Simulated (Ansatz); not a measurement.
**How the smallest direct gap on the k points sampled of diamond-structure Ge moves with the method**

No measured value is used here.

```
level (code)            value (eV)  cell (Å³/atom)
----------------------  ----------  --------------
PBE (Ansatz)                  0.03           22.64
PBEsol-D3(BJ) (Ansatz)        0.14           22.24
r²SCAN-D4 (Ansatz)            0.45           22.62
PBE0+SOC (Ansatz)             1.27           22.64
r²SCAN0 (Ansatz)              1.56           22.64
Hartree–Fock (Ansatz)         6.71           22.64
G0W0@HSE06 (Ansatz)           1.00           22.64
```

At these levels the smallest gap is indirect and lower: r²SCAN0 1.49, Hartree–Fock 5.80, G0W0@HSE06 0.95 eV. Computed values are for a static lattice. Spin–orbit coupling is included only where a level's name says +SOC; with heavier elements it mostly lowers gaps and can invert bands.  G0W0@HSE06: filled d or f shells below the valence bands can shift G0W0 gaps through exchange with them, which wasn't tested here. G0W0@HSE06: GW on a hybrid start was not checked against another program. Values are at the measured cell; PBEsol-D3(BJ) at the level's own relaxed cell; r²SCAN-D4 at the level's own equilibrium cell. Cutoffs and k meshes differ between the levels. Ansatz's density-functional and Hartree–Fock values are scalar-relativistic unless marked +SOC, with PAW data made under PBE.

Ansatz is a program for electronic structure.
